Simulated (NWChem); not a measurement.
System: SiH₂ cation, doublet

```xyz
3

Si     0.0000     0.0000     0.1831
H      1.2878     0.0000    -0.5727
H     -1.2878     0.0000    -0.5727
```
Atoms are numbered in this order, from 1.

Results from NWChem. Spin-unrestricted. In the optimisation the excess spin sits in a1 (C2v, its own frame). Geometry: optimised at B3LYP/6-31G* (spherical d), spin-unrestricted. No stability test was run on the SCF state. Principal shifts from the free-electron g value, in parts per thousand; spin-orbit coupling by linear response on scalar ZORA.

Q: Estimate the computed values for PBE/x2c-SVPall, ZORA. Quantities: Δg1 (ppt); Δg2 (ppt); Δg3 (ppt); isotropic Δg (ppt).

A: 
| Quantity | Result |
|---|---|
| Δg1 (ppt) | -18.42 |
| Δg2 (ppt) | -0.23 |
| Δg3 (ppt) | 2.98 |
| isotropic Δg (ppt) | -5.22 |
